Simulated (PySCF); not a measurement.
C₃H₂FN.
SMILES with atom numbers: `[CH2:1]=[C:2]([F:3])[C:4]#[N:5]` (hydrogens: H6, H7 on C1)

Structure used (PBE0-D3(BJ)/def2-SVP), in Å, numbered top down from 1:
```
atom  x, y, z in Å
C1    -1.0274   -0.2069   -0.2662
C2     0.0632    0.2648    0.3354
F3     0.0026    1.0865    1.3764
C4     1.4041   -0.0544   -0.0691
N5     2.4858   -0.3117   -0.3931
H6    -2.0169    0.0789    0.0945
H7    -0.9336   -0.8789   -1.1188
```

Computed at PBE0/pcSseg-1 (PySCF, non-relativistic), with Q(14N) = 0.02044 b: N5, 14N (I = 1): χzz = -4.757 MHz, η = 0.142.

(1) Find the zero-field quadrupole resonance frequencies of 14N at N5.

Results:

(1) From ν± = (3/4)|χ|(1 ± η/3) and ν0 = |χ|η/2: ν+ 3.737 MHz, ν− 3.398 MHz, ν0 0.338 MHz (nitrile nitrogen).

In a crystal, neighbours and librations shift these lines. Geometry: PBE0-D3(BJ)/def2-SVP; no solvent, vibrations or thermal averaging. With a basis this small, the couplings can be 20 % off.
